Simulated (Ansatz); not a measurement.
**AlCF (triplet): the correlation ladder, def2-QZVPP**

An exercise on one series of results from a longer session: the logs are not shown, and one member is left open.

The runs use Ansatz 0.2.0, Gaussian basis; def2-QZVPP, core rule «outside noble gas», up to 7 orbitals frozen.

To be run: UHF; ROHF; CCSD(T) on UHF.

2 further runs of the same task are left out: 2 set aside as unsound or not needed.

**What is computed**

The geometry is a PBE0/def2-TZVP stationary point (not a proven minimum).

3 atoms, charge 0, spin multiplicity 3.

Atoms are counted from 1 here; the program's logs count them from 0.

Bond lengths: C1–Al2 1.940 Å, Al2–F3 1.645 Å. Angles: C1–Al2–F3 180.0°.

Set-up of the first run:

in.yaml

```yaml
crystal:
  periodic: [false, false, false]
  atoms:
    - {symbol: C, position_ang: [0.000000, 0.000000, 1.841767]}
    - {symbol: Al, position_ang: [0.000000, 0.000000, -0.098433]}
    - {symbol: F, position_ang: [0.000000, 0.000000, -1.743333]}
basis:
  gaussian: {orbitals: "def2-QZVPP.json"}
magnetization: {spin_polarized: true, initial_magnetization: 2}
hamiltonian: {xc: hf}
output: {orbitals: {seedname: orbitals}}
```

Launch:

```console
> ansatz run in.yaml --threads 1 --pin off --events-out ev --progress --plain --max-ram 2393MiB
```

Among the steps run: UHF; ROHF; CCSD(T) on UHF.

One of the session's tables, all rows but one given; the rest of the session is left out.

It belongs to the step «Misses and costs». 

| method | from UCCSD(T) (meV) |
| --- | --- |
| ROHF | ? |
| UHF | +13226.9 |
| UMP2 | +1258.9 |
| UCCSD | +562.1 |
| UCCSD(T) | 0 |

Q: Estimate the row for ROHF from the others.

As computed: from UCCSD(T) (meV): +13478.6. In the column «from UCCSD(T) (meV)» it is the highest.
